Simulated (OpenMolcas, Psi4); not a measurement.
# CH2O2 (formic acid): a line through the functionals

CH2O2 has 5 atoms, charge 0, and is taken as a singlet. As SMILES, `O=CO`. The coordinates come from a PBE0-D4/def2-TZVP relaxation. This is one conformer, not always the lowest.

The electronic atomisation energy y, in eV, basis cc-pVTZ; a is the functional's share of exact exchange. Programs: OpenMolcas 26.06, Psi4 1.11.

```
functional     program     a  y (eV)
       PBE  OpenMolcas     0   22.65
    r2SCAN  OpenMolcas     0   21.84
     B3LYP        Psi4   0.2   21.60
      PBE0        Psi4  0.25       ?
     BHLYP        Psi4   0.5   20.35
```

Problem. Fit y = c + s·a to the known rows and predict PBE0.

Solution. 
1. Means of the 4 rows: a = 0.1750, y = 21.610.
2. Σ(Δa)² = 0.1675, Σ(Δa·Δy) = -0.632, so the slope is -0.632/0.1675 = -3.7731.
3. Intercept: 21.610 − (-3.7731) × 0.1750 = 22.270. The largest residual of the fit is 0.43.
4. PBE0: 22.270 + (-3.7731) × 0.25 = 21.33 eV.

The run gave 21.69 eV, so the prediction is off by -0.36 eV, within the largest residual. The rows mix families of semi-local functionals, which the line can't see.
